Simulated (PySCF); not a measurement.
SO₂F, doublet: computed properties

These are results of UPBE0/[S def2-TZVP, O def2-TZVP, F def2-TZVP], no relativity, density fitting, PySCF, not measurements.

The structure is a minimum.

* Point group: Cs
* Bond lengths: S–F 1.581 Å, S–O 1.432 Å (×2)
* Bond angles: F–S–O 106.5° (×2), O–S–O 123.2°
* Rotational constants: 0.3113, 0.3057, 0.1644 cm⁻¹
* Enthalpy at 298.15 K above 0 K: 12.24 kJ/mol
* Rotational symmetry number: 1
* Spin squared ⟨S²⟩: 0.756
* Principal quadrupole moments (Buckingham, traceless) about the centre of mass: -3.99, -0.20, 4.19 D Å
* Principal polarisabilities: 17.9, 24.9, 31.4 bohr³
* Atomisation energy without zero-point energy: 1255 kJ/mol
* Lowest empty level (β): -5.06 eV
* Heat capacity Cp at 298.15 K: 54.4 J/(mol K)
* Zero-point energy: 28.0 kJ/mol
* Highest occupied level (α): -9.16 eV
* Dipole moment: 1.22 D
* Entropy at 298.15 K and 1 bar (electronic part: spin only): 281.8 J/(mol K)

Harmonic modes (masses in u: S 31.972, O 15.995, F 18.998):
```csv
symmetry,ω (cm⁻¹),IR (km/mol)
a'',411,9.3
a',432,8.6
a',538,28.8
a',784,178
a',1157,61.0
a'',1363,149
```

Charges (e):
```
atom  Mulliken  Löwdin  polar tensor  spin (Mulliken)  Mayer order to S1
  S1      0.81    0.53          1.54             0.45                  –
O2,3     -0.32   -0.22         -0.49             0.24               1.93
  F4     -0.17   -0.08         -0.55             0.08               1.01
```

Mulliken populations on S1: s 5.56, p 8.63, d 0.90, f 0.10.

Outer orbital energies (eV). α occupied: -15.75, -15.35, -13.83, -13.42, -12.18, -11.41, -10.66, -9.16; empty: 0.12, 1.36, 2.19, 5.64. β occupied: -15.86, -15.30, -15.07, -13.33, -12.84, -11.98, -10.68, -10.46; empty: -5.06, 0.64, 1.58, 2.82.

This need not be the most stable arrangement of these atoms.

The final relaxation and frequency run took 100 s on 4 threads of a shared Arm Neoverse V1 host, with 130 basis functions and 17 gradients; the process peaked at 1.4 GiB. Launch command: `OMP_NUM_THREADS=4 python axn.py task.json out`.
